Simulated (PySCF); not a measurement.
# Basis-set dependence of population analyses: `C=CC(=O)C#N`

Compound: C4H3NO.
Cartesian coordinates in Å at the PBE0-D3(BJ)/def2-SVP level; atoms count from 1:
```xyz
9
C4H3NO angstrom
C     -1.637    0.097   -0.027
C     -0.385   -0.170   -0.413
C      0.751    0.173    0.470
O      0.657    0.704    1.549
C      2.085   -0.187   -0.057
N      3.133   -0.467   -0.462
H     -1.818    0.570    0.943
H     -2.495   -0.146   -0.658
H     -0.158   -0.643   -1.373
```

PBE0 throughout (PySCF), one geometry, spherical d and f functions. Geometry: PBE0-D3(BJ)/def2-SVP, one conformer, isolated molecule. The first 7 of 9 kinds of atom are listed.

Mulliken charges (e):

| basis | functions | C1 | C2 | C3 | O4 | C5 | N6 | H7 |
| --- | --- | --- | --- | --- | --- | --- | --- | --- |
| STO-3G | 33 | -0.134 | -0.095 | +0.173 | -0.147 | +0.056 | -0.168 | +0.108 |
| 6-31G | 60 | -0.308 | -0.131 | +0.342 | -0.359 | +0.094 | -0.259 | +0.218 |
| pcSseg-0 | 60 | -0.341 | -0.267 | +0.455 | -0.425 | +0.115 | -0.325 | +0.267 |
| 6-31G* | 90 | -0.339 | -0.178 | +0.401 | -0.380 | +0.184 | -0.328 | +0.224 |
| def2-SVP | 99 | +0.010 | -0.102 | +0.109 | -0.170 | -0.090 | +0.007 | +0.090 |
| cc-pVDZ | 99 | +0.051 | -0.121 | +0.163 | -0.171 | -0.017 | -0.100 | +0.077 |
| aug-cc-pVDZ | 165 | +0.364 | +1.183 | +0.661 | -0.603 | -0.113 | -0.242 | -0.332 |
| 6-311+G(2d,p) | 180 | -0.267 | -0.014 | +0.475 | -0.385 | -0.016 | -0.245 | +0.165 |
| def2-TZVP | 204 | -0.192 | -0.210 | +0.375 | -0.256 | -0.224 | +0.025 | +0.172 |
| cc-pVTZ | 222 | -0.189 | -0.154 | +0.239 | -0.224 | -0.073 | -0.038 | +0.150 |
| IGLO-III | 240 | -0.156 | -0.126 | +0.433 | -0.372 | +0.083 | -0.257 | +0.144 |

IAO charges (e):

```csv
basis,functions,C1,C2,C3,O4,C5,N6,H7
STO-3G,33,-0.213,-0.177,+0.169,-0.140,+0.036,-0.130,+0.152
6-31G,60,-0.227,-0.195,+0.314,-0.337,+0.085,-0.171,+0.183
pcSseg-0,60,-0.211,-0.200,+0.304,-0.326,+0.086,-0.171,+0.177
6-31G*,90,-0.212,-0.200,+0.347,-0.355,+0.087,-0.179,+0.177
def2-SVP,99,-0.208,-0.199,+0.340,-0.349,+0.083,-0.171,+0.173
cc-pVDZ,99,-0.217,-0.202,+0.344,-0.349,+0.082,-0.173,+0.177
aug-cc-pVDZ,165,-0.221,-0.206,+0.352,-0.366,+0.093,-0.182,+0.183
"6-311+G(2d,p)",180,-0.221,-0.207,+0.352,-0.367,+0.095,-0.184,+0.183
def2-TZVP,204,-0.221,-0.207,+0.355,-0.367,+0.093,-0.183,+0.183
cc-pVTZ,222,-0.222,-0.207,+0.354,-0.364,+0.092,-0.181,+0.182
IGLO-III,240,-0.222,-0.207,+0.353,-0.367,+0.095,-0.184,+0.184
```

Problem. Which scheme is steadiest as the basis changes?

Solution. Largest range over the bases for any column: IAO 0.23 e, Mulliken 1.45 e. IAO charges move least and Mulliken charges most, counted in e. Without the minimal STO-3G basis the ranges are IAO 0.05, Mulliken 1.45 e.

Problem. How much do the charges still move between the two largest bases, cc-pVTZ and IGLO-III?

Solution. At most, over all atoms: Mulliken 0.218 e, IAO 0.003 e.

Problem. What do the same runs give for the total energy, the frontier levels and the dipole moment?

Solution. 
```csv
basis,energy (Eh),HOMO (eV),LUMO (eV),μ (D)
STO-3G,-280.1653,-5.74,-0.07,3.22
6-31G,-283.7227,-8.62,-2.94,4.21
pcSseg-0,-283.1548,-8.89,-3.20,4.31
6-31G*,-283.8088,-8.54,-2.88,4.16
def2-SVP,-283.6027,-8.70,-3.06,4.09
cc-pVDZ,-283.8359,-8.58,-2.97,4.03
aug-cc-pVDZ,-283.8514,-8.82,-3.26,4.29
"6-311+G(2d,p)",-283.8960,-8.86,-3.29,4.33
def2-TZVP,-283.9206,-8.82,-3.24,4.28
cc-pVTZ,-283.9109,-8.78,-3.18,4.22
IGLO-III,-283.9244,-8.85,-3.28,4.31
```

The dipole is fixed by the density alone, so its range of 1.11 D shows that the density itself changes with the basis, not only its division among atoms.
